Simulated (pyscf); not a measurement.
## Insertion: H₂S (SMILES S) + GeH₂ (SMILES [GeH2]) [singlet] → HS–GeH₃ (SMILES [SH][GeH3])

Gas phase, singlet surface, charge 0. Bonds broken: S1–H2. Bonds formed: S1–Ge4, H2–Ge4. PySCF, gas phase, ωB97X-D3(BJ)/def2-SVP geometries. Correlated levels are frozen-core, on RHF or UHF. ΔMP2 is the change of the MP2 total energy from the triple- to the quadruple-zeta basis.

Transition state (Å):

```xyz
6

S      0.4076     1.6388     0.2888
H      1.2286     0.4362    -0.5882
H      1.1369     1.2612     1.3568
Ge     0.0692    -0.7355    -0.4914
H     -1.2236    -0.4015    -1.2717
H     -0.3788    -1.3273     0.8665
```

One imaginary mode, 1148i cm⁻¹; descent along it reached the two sides named, in the forms told below.

```tsv
bond	change	reactant side (Å)	saddle	product side
S1–H2	breaks	1.348	1.700	3.1
S1–Ge4	forms	2.597	2.522	2.221
H2–Ge4	forms	3.1	1.651	1.536
```

Electronic energies relative to the separated reactants (kcal/mol):

```json
[
 {"level": "ωB97X-D3(BJ)/def2-TZVP", "barrier": "2.7", "reaction energy": "-55.3", "reverse barrier": "58.0"},
 {"level": "PBE/def2-TZVP", "barrier": "-6.0", "reaction energy": "-49.3", "reverse barrier": "43.3"},
 {"level": "r²SCAN/def2-TZVP", "barrier": "-6.2", "reaction energy": "-54.2", "reverse barrier": "48.0"},
 {"level": "B3LYP-D3(BJ)/def2-TZVP", "barrier": "1.5", "reaction energy": "-47.5", "reverse barrier": "49.0"},
 {"level": "PBE0-D3(BJ)/def2-TZVP", "barrier": "-2.9", "reaction energy": "-53.1", "reverse barrier": "50.2"},
 {"level": "M06-2X/def2-TZVP", "barrier": "3.8", "reaction energy": "-50.6", "reverse barrier": "54.4"},
 {"level": "ωB97M-D3(BJ)/def2-TZVP", "barrier": "6.4", "reaction energy": "-47.5", "reverse barrier": "53.9"},
 {"level": "HF/def2-TZVP", "barrier": "24.2", "reaction energy": "-45.8", "reverse barrier": "69.9"},
 {"level": "MP2/def2-QZVPP", "barrier": "-1.5", "reaction energy": "-55.1", "reverse barrier": "53.6"},
 {"level": "CCSD/def2-TZVPP", "barrier": "7.4", "reaction energy": "-50.1", "reverse barrier": "57.5"},
 {"level": "CCSD(T)/def2-TZVPP", "barrier": "3.1", "reaction energy": "-51.3", "reverse barrier": "54.4"},
 {"level": "CCSD(T)/def2-TZVPP + ΔMP2(QZVPP)", "barrier": "2.4", "reaction energy": "-50.8", "reverse barrier": "53.2"}
]
```

With CCSD(T)/def2-TZVPP + ΔMP2(QZVPP) energies and thermal terms (ideal gas, 1 atm, RRHO with modes under 100 cm⁻¹ raised to 100, one conformer, R ln 2 for chiral ones without a mode under 150 cm⁻¹), in kcal/mol:

| T (K) | ΔH‡ | ΔG‡ | ΔH | ΔG |
|---|---|---|---|---|
| 298 | 2.7 | 12.3 | -48.1 | -38.1 |
| 600 | 2.9 | 22.0 | -47.8 | -28.1 |
| 900 | 3.5 | 31.4 | -46.8 | -18.4 |
| 1200 | 4.1 | 40.7 | -45.8 | -9.1 |

On the reactant side the descent ends in an adduct with a Ge–S contact, 18.2 kcal/mol under the separated species and 21.0 kcal/mol under the saddle at ωB97X-D3(BJ)/def2-TZVP. At PBE, r²SCAN, PBE0-D3(BJ), MP2 the saddle lies under the separated reactants, which points to a path from their complex (located at ωB97X-D3(BJ) alone). What is counted as formed (Ge–S) is already present as a longer contact in the reactant adduct; forming that adduct is a step of its own. The same reactants have a lower exit, to HS–GeH: [singlet] + H₂ (barrier 0.0 kcal/mol at ωB97M-D3(BJ), against +6.4 kcal/mol here). One saddle was located; it need not be the lowest between these sides. The CCSD(T) − MP2 part came from Ansatz, without density fitting, on the same reference. The frozen core leaves the outer d or s,p core shells of the metals and heavy elements correlated in the MP2 and CC values, and def2-TZVPP describes them poorly, which can shift differences by a few kcal/mol. Elements up to Kr have no core potential and no relativistic terms here.
